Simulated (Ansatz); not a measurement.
# hcp Ti

Calculation: r²SCAN (Ansatz, a first-principles code, PAW).

Settings: plane-wave cutoff 500 eV, 30×30×16 k mesh (along the axes of the cell as run), Fermi–Dirac smearing 0.1 eV, no spin polarisation, scalar-relativistic PAW data made under PBE.

Cell (relaxed at this level):

```
Ti
1.0
    2.93620     0.00000     0.00000
   -1.46810     2.54282     0.00000
    0.00000     0.00000     4.64072
Ti
2
Direct
  0.33333   0.66667   0.25000
  0.66667   0.33333   0.75000
```

```
Item                                   Result
------------------------------  -------------
volume per atom                 17.32 Å³/atom
equilibrium lattice constant a        2.936 Å
lattice parameter c                   4.641 Å
```

Measured, for comparison: lattice constant a 2.950 Å, lattice parameter c 4.683 Å (293 K, not corrected to a static lattice; as tabulated in Wikipedia's data pages). Computed (rounded) less measured: lattice constant a -0.5 %, lattice parameter c -0.9 %. A static lattice is as a rule a little smaller and stiffer than an uncorrected measurement, which narrows the difference in the lattice constant a, lattice parameter c and would widen misses of the other sign.

Computing time: very roughly 3 core-minutes.
